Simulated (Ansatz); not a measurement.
Reaction (SMILES): S (H2S) + H+ → [SH3+]
B3LYP-D3(BJ)/def2-TZVP geometries, fixed; electronic energies without zero-point terms; positive where energy is released.

Basis-set convergence of the proton affinity at B3LYP with Ansatz (a quantum-chemistry and plane-wave program). Cartesian d functions, on some or all atoms, in 6-311+G**; all else is spherical. The program fits the integrals of some runs and decomposes those of others, by size. No added dispersion term, no relativity. Functions are those of the species that has most. Reference: the value in pcseg-4, 175.26 kcal/mol, itself unsure by roughly 0.06 kcal/mol (its mean distance from aug-pcseg-3, aug-cc-pV(Q+d)Z, cc-pV(5+d)Z). Deviations are taken from unrounded values.

```json
[
 {"basis": "6-31G", "functions": "19", "proton affinity (kcal/mol)": "162.67", "minus reference (kcal/mol)": "-12.59"},
 {"basis": "pcseg-0", "functions": "19", "proton affinity (kcal/mol)": "158.48", "minus reference (kcal/mol)": "-16.78"},
 {"basis": "def2-SV(P)", "functions": "24", "proton affinity (kcal/mol)": "172.60", "minus reference (kcal/mol)": "-2.66"},
 {"basis": "def2-SVP", "functions": "33", "proton affinity (kcal/mol)": "176.31", "minus reference (kcal/mol)": "1.05"},
 {"basis": "pcseg-1", "functions": "33", "proton affinity (kcal/mol)": "173.11", "minus reference (kcal/mol)": "-2.15"},
 {"basis": "6-311+G**", "functions": "49", "proton affinity (kcal/mol)": "174.01", "minus reference (kcal/mol)": "-1.25"},
 {"basis": "def2-SVPD", "functions": "51", "proton affinity (kcal/mol)": "173.18", "minus reference (kcal/mol)": "-2.08"},
 {"basis": "aug-pcseg-1", "functions": "54", "proton affinity (kcal/mol)": "173.30", "minus reference (kcal/mol)": "-1.96"},
 {"basis": "aug-cc-pV(D+d)Z", "functions": "59", "proton affinity (kcal/mol)": "173.74", "minus reference (kcal/mol)": "-1.52"},
 {"basis": "6-311++G(2d,2p)", "functions": "65", "proton affinity (kcal/mol)": "174.82", "minus reference (kcal/mol)": "-0.44"},
 {"basis": "def2-TZVPD", "functions": "73", "proton affinity (kcal/mol)": "174.86", "minus reference (kcal/mol)": "-0.40"},
 {"basis": "pcseg-2", "functions": "76", "proton affinity (kcal/mol)": "175.04", "minus reference (kcal/mol)": "-0.22"},
 {"basis": "cc-pV(T+d)Z", "functions": "81", "proton affinity (kcal/mol)": "175.42", "minus reference (kcal/mol)": "0.17"},
 {"basis": "def2-TZVPP", "functions": "84", "proton affinity (kcal/mol)": "175.57", "minus reference (kcal/mol)": "0.31"},
 {"basis": "jun-cc-pV(T+d)Z", "functions": "90", "proton affinity (kcal/mol)": "174.97", "minus reference (kcal/mol)": "-0.29"},
 {"basis": "def2-TZVPPD", "functions": "102", "proton affinity (kcal/mol)": "175.06", "minus reference (kcal/mol)": "-0.20"},
 {"basis": "cc-pV(Q+d)Z", "functions": "154", "proton affinity (kcal/mol)": "175.33", "minus reference (kcal/mol)": "0.07"},
 {"basis": "pcseg-4", "functions": "288", "proton affinity (kcal/mol)": "175.26", "minus reference (kcal/mol)": "0.00"}
]
```
